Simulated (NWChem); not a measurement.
System: allene (C₃H₄); SMILES C=C=C

Program: NWChem. The geometry was optimised at PBE-D3(BJ)/def2-SVP. Level: M06-2X/def2-SVP with COSMO at NWChem's default radii, gas-phase geometry; the question gives the dielectric constant.

### Question
What does the run give for dielectric constant 1.5? Quantities: electrostatic solvation energy (kcal/mol).

### Answer
```json
{
 "electrostatic solvation energy (kcal/mol)": "-0.6"
}
```
